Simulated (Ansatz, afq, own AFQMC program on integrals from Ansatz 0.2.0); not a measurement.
Two steps: Ansatz 0.2.0 writes the Fock matrix and Cholesky factors of the valence space, and afq projects on them the lowest state that overlaps trial and start.

```yaml
crystal:
  periodic: [false, false, false]
  atoms:
    - {symbol: H, position_ang: [0.000000, 0.000000, -0.943000]}
    - {symbol: H, position_ang: [0.000000, 0.000000, -0.015000]}
    - {symbol: F, position_ang: [0.000000, 0.000000, 0.958000]}
basis:
  gaussian: {orbitals: cc-pVTZ}
magnetization: {spin_polarized: true, initial_magnetization: 1}
correlation: {method: ccsd_t, electrons: outside_noble_gas, hamiltonian_folder: ham}
```

```sh
$ ansatz run in.yaml --threads 1 --pin off --events-out ev --progress --plain --max-ram 16896MiB --backend cuda --devices 0, --max-vram 18GiB
```

Options of the walk:

```
--method phaseless --trial hf --walkers 4000 --populations 20 --least-time 40 --time-step 0.005 --steps-per-block 20 --equilibration-blocks 112 --max-blocks 4000 --target-error 0.0009000 --factor-cut 1e-05 --start spin_pure --seed 9247 --taylor-order 6
```

Times are imaginary, in 1/Eh. The walk had a cap of 77 s. With eight or more populations the least sampling time is a fifth of least-time, and the error comes from their spread.

afq prints:

```
orbitals 57  electrons 5 4  factors 339 of 340
reference energy -100.51869942 Eh
CCSD correlation -0.28524001 Eh in 10 cycles, weight of the determinant in the CISD state 0.9440
energy of the start -100.519162 Eh
 block  time / (1/Eh)  mean weight  energy / Eh
     1     0.100  1.0032  -100.659544
     2     0.200  1.0033  -100.717121
     3     0.300  1.0024  -100.748346
     4     0.400  1.0023  -100.769150
     5     0.500  1.0015  -100.783035
    10     1.000  1.0001  -100.808885
    37     3.700  1.0000  -100.818098
    61     6.100  1.0003  -100.819493
    67     6.700  1.0002  -100.813469
    97     9.700  0.9996  -100.812474
   127    12.700  1.0000  -100.818787
   157    15.700  1.0000  -100.811951
   187    18.700  1.0001  -100.816460
   217    21.700  1.0002  -100.817401
   247    24.700  1.0002  -100.802373
   271    27.100  1.0001  -100.797739
error from the spread of 20 populations
energy -100.810074 +/- 0.000893 Eh
(rows thinned)
```

The run passed its tests (sampling time, drift between the halves within three errors, error under three times the target), which doesn't prove that it has relaxed.

Against this walk (error 24.3 meV) on the same determinant: CCSD(T) 30.6 meV lower (within the noise), CCSDT(Q) 42.0 meV lower (within the noise), a separate phaseless walk with a CISD trial and standard settings 43.6 ± 24.5 meV lower (within the noise). The error is statistical and leaves out the bias of the constraint.

Cautions: constraint bias not in the error.

The walk took 35 s on 1 × NVIDIA H100 80GB HBM3 with 2 threads of AMD EPYC 7R13 Processor (Zen 3) (shared host) (the card was shared). The log's last line is the phaseless energy.

CCSDT and higher add their correlation energy to the determinant of the CCSD(T) run, since their own runs factorise the integrals more tightly (a shift of under 2 meV). A walk keeps the symmetry of its determinant, which the program's search chose and which needn't be the lowest solution, so a lower state of the same spin and another symmetry isn't excluded.
